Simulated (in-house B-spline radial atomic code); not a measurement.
P. Computed with a B-spline radial atomic code. Model: all-electron spherical atom, spin shells full or empty, radial basis limit, no spin-orbit coupling, Breit or QED, empty-state partial waves extrapolated as (l+1/2)^-4, RPA, G0W0 and static COHSEX of the highest shell as one setting changes (uncorrelated shells keep exact exchange).

Empty levels are discrete states of a finite basis, so the steps are uneven.

Given: element P; charge 0; filled core Ne; hamiltonian non-relativistic; mean-field start r2SCAN; highest l of empty states 9; lowest nl shells left uncorrelated 0; highest mean-field shell 3p up; box radius 40 bohr.

Shell: 3s 1 1, 3p 3 0 (electrons up and down).

```tsv
highest empty level kept (hartree)	RPA correlation energy (hartree)	G0W0 level (eV)	G0W0 minus most complete (meV)	COHSEX level (eV)	linearised minus solved G0W0 (meV)
1	-0.14071	-9.7191	613.9	-10.775	-51.6
2	-0.18443	-9.9195	413.6	-11.33	-59.1
3.5	-0.22213	-10.059	274.3	-11.736	-65.4
6	?	?	?	?	?
10	-0.39936	-10.22	112.8	-12.23	-73.5
18	-0.49212	-10.266	66.9	-12.358	-76
30	-0.57184	-10.291	42.2	-12.431	-77.4
60	-0.67115	-10.311	21.7	-12.498	-78.5
120	-0.72664	-10.322	11.4	-12.532	-79.1
250	?	?	?	?	?
600	-0.81735	-10.332	0.7	-12.565	-79.7
2000	-0.83237	-10.333	0	-12.567	-79.8
```

Q: What follows for highest empty level kept = 6?

A: RPA correlation energy -0.3178 hartree; G0W0 level -10.159 eV; G0W0 minus most complete 174.4 meV; COHSEX level -12.048 eV; linearised minus solved G0W0 -70.3 meV.

Q: What follows for highest empty level kept = 250?

A: RPA correlation energy -0.77503 hartree; G0W0 level -10.329 eV; G0W0 minus most complete 3.7 meV; COHSEX level -12.556 eV; linearised minus solved G0W0 -79.6 meV.
